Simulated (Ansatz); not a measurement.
Input file for Ansatz (an electronic-structure program): R-CCSD(T)/aug-cc-pV(D+d)Z on Cl_anion (SMILES [Cl-]). Charge -1. Files ending in .json are basis or fitting sets from the Basis Set Exchange.

Ansatz 0.2 input:
```yaml
crystal:
  periodic: [false, false, false]
  atoms:
    - {symbol: Cl, position_ang: [0.00000000, 0.00000000, 0.00000000]}
basis:
  gaussian:
    orbitals: aug-cc-pV_D+d_Z.json
total_charge: -1
magnetization: {spin_polarized: false}
correlation: {method: ccsd_t, electrons: outside_noble_gas}
scf: {lower_state_search: off}
```

### Question
Predict the final total energy.

### Answer
-459.7438 hartree (reference determinant -459.5636, T1 diagnostic 0.009).
